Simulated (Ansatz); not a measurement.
FS, SMILES `F[S]` radical, relaxed with UKS PBE0-D4/def2-TZVP in Ansatz 0.2.0 from a PBE-D4/def2-SVP geometry. The force threshold is 0.005 eV/Å; the program also tests the step.

The species carries charge 0 and has multiplicity 2.

Start:

```xyz
2

F     0.106    0.428    0.691
S    -0.106   -0.428   -0.691
```

| step | energy (eV) | largest force (eV/Å) | largest move (Å) |
| --- | --- | --- | --- |
| 1 | -13545.3739 | 1.310 | 0.000 |
| 2 | -13545.3927 | 0.851 | 0.009 |
| 3 | -13545.4048 | 0.098 | 0.016 |
| 4 | -13545.4049 | 0.027 | 0.002 |
| 5 | -13545.4050 | 0.000 | 0.000 |

End:

```xyz
2

F     0.103    0.416    0.672
S    -0.103   -0.416   -0.672
```

Run time 7 s (2 threads of an AMD EPYC 7R13 on a shared host); peak host memory 0.15 GiB.
